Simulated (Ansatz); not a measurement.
# AlF3: basis-set convergence

One table from this session's results is given with a row withheld; the runs are named, their logs left out.

The runs use Ansatz 0.2.0, Gaussian basis; one geometry, several basis sets.

Plan: PBE0-D4/def2-SVP; ωB97M-V/def2-SVP; PBE0-D4/def2-QZVPP; ωB97M-V/def2-QZVPP; CCSD(T)/cc-pV(D+d)Z; CCSD(T)/cc-pV(T+d)Z; CCSD(T)/cc-pV(Q+d)Z; the functionals' def2-TZVPP values are taken from earlier runs.

## Structure used throughout

All runs share one geometry, relaxed beforehand with PBE0-D4 in a triple-zeta def2 set.

4 atoms, charge 0, spin multiplicity 1.

Atoms are counted from 1 here; the program's logs count them from 0.

Bond lengths: Al1–F2 1.629 Å, Al1–F3 1.629 Å, Al1–F4 1.629 Å. Angles: F2–Al1–F3 120.0°, F2–Al1–F4 120.0°, F3–Al1–F4 120.0°.

The first run:

in.yaml

```yaml
crystal:
  periodic: [false, false, false]
  atoms:
    - {symbol: Al, position_ang: [0.000000, -0.000011, 0.000000]}
    - {symbol: F, position_ang: [0.000000, 1.628953, -0.000000]}
    - {symbol: F, position_ang: [1.410735, -0.814471, -0.000000]}
    - {symbol: F, position_ang: [-1.410735, -0.814471, -0.000000]}
basis:
  gaussian: {orbitals: def2-SVP}
hamiltonian: {xc: pbe0, dispersion: d4}
output: {orbitals: {seedname: orbitals}}
```

Launch:

```sh
$ ansatz run in.yaml --threads 2 --pin off --events-out ev --progress --plain --max-ram 22528MiB --backend cpu
```

Among the steps run: PBE0-D4 in def2-SVP; ωB97M-V in def2-SVP; PBE0-D4 in def2-QZVPP; ωB97M-V in def2-QZVPP.

One of the session's tables, all rows but one given; the rest of the session is left out.

It belongs to the step «Functionals by basis». 

```
functional       basis  HOMO (eV)  LUMO (eV)
   PBE0-D4    def2-SVP          ?          ?
   PBE0-D4  def2-TZVPP     -11.72      -1.50
   PBE0-D4  def2-QZVPP     -11.77      -1.60
   ωB97M-V    def2-SVP     -13.88       0.37
   ωB97M-V  def2-TZVPP     -14.26       0.14
   ωB97M-V  def2-QZVPP     -14.32      -0.14
```

Estimate the missing values for PBE0-D4, def2-SVP.

The run gave: HOMO (eV): -11.41; LUMO (eV): -1.27. In the column «HOMO (eV)» it is the highest.
